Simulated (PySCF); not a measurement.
B₂N (doublet state).
SMILES: `[B]N=[B]`

Computed, not measured: PBE0-D3(BJ)/def2-SVP geometry optimisation, gas phase (PySCF).

Take the most abundant isotopes and a rigid rotor. 

What are the moment of inertia and the rotational constant?

I = 38.236 u·Å², B = 505379 MHz·u·Å²/I = 13217 MHz (0.4409 cm⁻¹, or 0.634 K as hB/k).

List the first levels of a rigid rotor in a Σ state.

E(J) = BJ(J+1): J = 1: 0.882, J = 2: 2.645, J = 3: 5.291, J = 4: 8.818, J = 5: 13.227, J = 6: 18.517 cm⁻¹. For this open shell read J as N, the rotation without spin; fine and hyperfine splittings come on top.

Has it a pure rotational spectrum?

Not by electric dipole: D∞h allows no dipole (computed 0.03 D). Rotational Raman lines (ΔJ = 2) lie at B(4J + 6), spaced by 4B = 1.764 cm⁻¹, with nuclear-spin weights that differ between even and odd J.

Estimate the classical rotational partition function at 10 K, 200 K and 500 K.

Point group D∞h, symmetry number σ = 2; q = kT/(σhB), k/h = 20836.6 MHz/K: 7.9 at 10 K, 158 at 200 K, 394 at 500 K.

Whether it is a minimum is left open (no frequencies). ⟨S²⟩ = 0.758 (exact for a doublet: 0.75). Constants of a rigid frame at the computed geometry: no zero-point averaging, no centrifugal distortion.
